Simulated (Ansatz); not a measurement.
Steps of a relaxation of C2H8N2O (`CNC(N)O`) with RKS PBE-D4/def2-SVP.

```sh
$ ansatz run in.yaml --threads 4 --pin off --events-out ev --progress --plain --max-ram 10444MiB
```

```yaml
crystal:
  periodic: [false, false, false]
  atoms:
    - {symbol: C, position_ang: [-1.681300, 0.083300, 0.218700]}
    - {symbol: N, position_ang: [-0.499600, -0.558400, -0.166900]}
    - {symbol: C, position_ang: [0.607500, 0.220500, 0.192700]}
    - {symbol: N, position_ang: [1.790700, -0.698100, 0.167600]}
    - {symbol: O, position_ang: [0.898400, 1.167000, -0.787100]}
    - {symbol: H, position_ang: [-1.807100, 1.132300, -0.260100]}
    - {symbol: H, position_ang: [-2.560000, -0.463500, -0.121900]}
    - {symbol: H, position_ang: [-1.770100, 0.253700, 1.287000]}
    - {symbol: H, position_ang: [-0.467400, -0.579200, -1.140800]}
    - {symbol: H, position_ang: [0.567200, 0.686200, 1.218400]}
    - {symbol: H, position_ang: [1.440800, -1.451500, 0.837100]}
    - {symbol: H, position_ang: [1.692500, -1.148300, -0.723500]}
    - {symbol: H, position_ang: [1.808700, 1.321300, -0.706300]}
basis:
  gaussian: {orbitals: def2-SVP}
hamiltonian: {xc: pbe, dispersion: d4}
relax: {f_tol: 0.03, max_steps: 200}
```

Positions (Å) and forces (eV/Å) along the path, 9 of 9 steps:

```xyz
13
step=1 energy=-7216.6358 eV
C    -1.681    0.083    0.219   -2.194    2.235   -1.049
N    -0.500   -0.558   -0.167   -0.355   -0.129    2.520
C     0.608    0.221    0.193    3.247   -1.059   -0.026
N     1.791   -0.698    0.168   -0.541    0.025    2.676
O     0.898    1.167   -0.787   -3.018    0.578   -0.737
H    -1.807    1.132   -0.260    0.074   -0.754    0.465
H    -2.560   -0.464   -0.122   -0.587   -0.466   -0.010
H    -1.770    0.254    1.287    0.066   -0.159    0.831
H    -0.467   -0.579   -1.141    0.054   -0.457   -2.710
H     0.567    0.686    1.218   -0.461   -0.339   -0.235
H     1.441   -1.452    0.837    0.893    0.615   -0.725
H     1.692   -1.148   -0.724    0.063   -0.665   -1.193
H     1.809    1.321   -0.706    2.759    0.576    0.195
13
step=2 energy=-7217.2400 eV
C    -1.765    0.147    0.202   -0.743    1.059   -0.268
N    -0.555   -0.533   -0.166    0.334   -0.199    0.324
C     0.652    0.163    0.165    1.017   -0.169    0.567
N     1.866   -0.711    0.199   -1.164   -0.037    0.329
O     0.886    1.185   -0.778   -0.450   -0.042   -0.253
H    -1.889    1.182   -0.250    0.112   -0.401    0.162
H    -2.658   -0.427   -0.106   -0.040   -0.198   -0.017
H    -1.834    0.287    1.294    0.075   -0.091    0.265
H    -0.525   -0.626   -1.178   -0.093   -0.288   -0.584
H     0.557    0.604    1.192   -0.169   -0.175   -0.009
H     1.619   -1.485    0.862    0.287    0.483   -0.252
H     1.834   -1.192   -0.709    0.235   -0.164   -0.296
H     1.831    1.371   -0.712    0.599    0.221    0.033
13
step=3 energy=-7217.3251 eV
C    -1.789    0.180    0.193   -0.186    0.118    0.068
N    -0.566   -0.527   -0.158    0.177   -0.079   -0.273
C     0.664    0.154    0.167    0.330   -0.172    0.068
N     1.855   -0.715    0.182   -0.604   -0.094   -0.201
O     0.896    1.190   -0.774    0.166    0.034    0.011
H    -1.903    1.192   -0.267    0.038   -0.023   -0.018
H    -2.675   -0.425   -0.094    0.081    0.010    0.000
H    -1.841    0.314    1.296    0.031   -0.015   -0.036
H    -0.542   -0.693   -1.181   -0.073   -0.049    0.221
H     0.545    0.567    1.202   -0.001   -0.032    0.007
H     1.667   -1.471    0.862    0.101    0.148    0.005
H     1.862   -1.214   -0.730    0.087    0.156    0.138
H     1.846    1.414   -0.682   -0.146   -0.002    0.011
13
step=4 energy=-7217.3363 eV
C    -1.780    0.196    0.173   -0.074   -0.016   -0.059
N    -0.576   -0.542   -0.192    0.028    0.051   -0.004
C     0.652    0.125    0.159    0.050    0.025    0.102
N     1.833   -0.718    0.133   -0.056    0.050   -0.166
O     0.878    1.217   -0.723   -0.013    0.022    0.024
H    -1.915    1.176   -0.345    0.042   -0.014   -0.005
H    -2.677   -0.425   -0.021   -0.037   -0.008   -0.020
H    -1.759    0.401    1.264   -0.014   -0.006    0.008
H    -0.556   -0.711   -1.209   -0.065   -0.023    0.044
H     0.517    0.471    1.217    0.063    0.055   -0.019
H     1.765   -1.398    0.897    0.010   -0.173    0.082
H     1.818   -1.266   -0.742    0.084    0.009    0.047
H     1.821    1.439   -0.596   -0.020    0.028   -0.033
13
step=5 energy=-7217.3321 eV rejected
C    -1.796    0.206    0.158    0.059    0.199    0.289
N    -0.580   -0.544   -0.107   -0.009   -0.250   -0.016
C     0.659    0.130    0.203   -0.104   -0.051   -0.198
N     1.833   -0.723    0.142    0.080   -0.093    0.071
O     0.842    1.215   -0.694    0.253    0.051   -0.220
H    -1.861    1.188   -0.366   -0.037    0.018   -0.066
H    -2.697   -0.391   -0.093    0.095   -0.023   -0.006
H    -1.832    0.417    1.248   -0.144    0.057    0.028
H    -0.572   -0.833   -1.096    0.189    0.017    0.024
H     0.586    0.530    1.246   -0.130   -0.210    0.097
H     1.729   -1.510    0.799   -0.028    0.139    0.029
H     1.915   -1.159   -0.789   -0.127    0.108   -0.071
H     1.793    1.439   -0.636   -0.096    0.039    0.039
13
step=6 energy=-7217.3500 eV
C    -1.788    0.204    0.172    0.008    0.016   -0.002
N    -0.576   -0.545   -0.147   -0.015    0.003   -0.007
C     0.659    0.128    0.177   -0.009   -0.027    0.019
N     1.835   -0.722    0.136   -0.014   -0.132    0.012
O     0.866    1.213   -0.719    0.044   -0.024    0.000
H    -1.890    1.180   -0.362    0.010   -0.009    0.008
H    -2.683   -0.411   -0.054    0.017    0.003   -0.009
H    -1.808    0.417    1.262   -0.003    0.000   -0.029
H    -0.559   -0.772   -1.153   -0.004   -0.006    0.055
H     0.550    0.492    1.231    0.009   -0.001   -0.002
H     1.746   -1.459    0.853    0.003    0.103   -0.105
H     1.862   -1.214   -0.772   -0.002    0.062    0.061
H     1.807    1.455   -0.609   -0.043    0.012    0.002
13
step=7 energy=-7217.3556 eV
C    -1.786    0.217    0.163    0.007    0.017   -0.011
N    -0.579   -0.560   -0.101    0.037   -0.009   -0.009
C     0.660    0.118    0.192   -0.009   -0.014    0.005
N     1.839   -0.726    0.127   -0.061    0.021   -0.036
O     0.848    1.199   -0.714    0.034   -0.009    0.036
H    -1.856    1.178   -0.401    0.003   -0.021    0.002
H    -2.683   -0.392   -0.068    0.014    0.011    0.000
H    -1.831    0.465    1.245   -0.004    0.008    0.012
H    -0.560   -0.849   -1.089    0.005   -0.009   -0.009
H     0.571    0.486    1.247    0.003    0.025    0.007
H     1.740   -1.496    0.801    0.009   -0.029    0.002
H     1.883   -1.159   -0.808    0.004   -0.004    0.019
H     1.774    1.484   -0.579   -0.043    0.013   -0.018
13
step=8 energy=-7217.2967 eV rejected
C    -1.773    0.225    0.166   -0.031   -0.208   -0.168
N    -0.578   -0.574   -0.107   -0.066    0.154    0.732
C     0.658    0.096    0.224    0.123    0.187   -0.325
N     1.830   -0.745    0.120    0.187   -0.164    0.351
O     0.822    1.185   -0.660   -0.299    0.369   -0.713
H    -1.850    1.148   -0.444    0.083    0.289    0.014
H    -2.669   -0.374   -0.069   -0.192   -0.156    0.087
H    -1.828    0.509    1.245    0.112   -0.104   -0.229
H    -0.546   -0.860   -1.096    0.012    0.093    0.059
H     0.589    0.528    1.260   -0.117   -0.570    0.081
H     1.757   -1.537    0.776   -0.028    0.092   -0.010
H     1.879   -1.163   -0.819   -0.082    0.069   -0.090
H     1.728    1.526   -0.584    0.297   -0.051    0.212
13
step=9 energy=-7217.3567 eV
C    -1.781    0.221    0.159   -0.007    0.004   -0.004
N    -0.578   -0.566   -0.088   -0.024   -0.001   -0.007
C     0.660    0.114    0.199    0.002   -0.021   -0.003
N     1.835   -0.731    0.122    0.017   -0.005    0.015
O     0.836    1.199   -0.705    0.017   -0.003    0.008
H    -1.841    1.173   -0.421    0.002   -0.005    0.002
H    -2.680   -0.386   -0.069   -0.001    0.000    0.001
H    -1.830    0.485    1.237    0.000    0.002   -0.005
H    -0.555   -0.871   -1.072    0.005    0.005    0.016
H     0.578    0.484    1.255    0.006    0.001   -0.002
H     1.741   -1.510    0.787   -0.003    0.022   -0.025
H     1.880   -1.151   -0.819   -0.004   -0.002    0.006
H     1.754    1.504   -0.569   -0.012    0.003   -0.001
```

Hardware: 4 threads of an Intel Xeon Platinum 8175M on a shared host. Wall time 13 s, peak host memory 0.17 GiB.
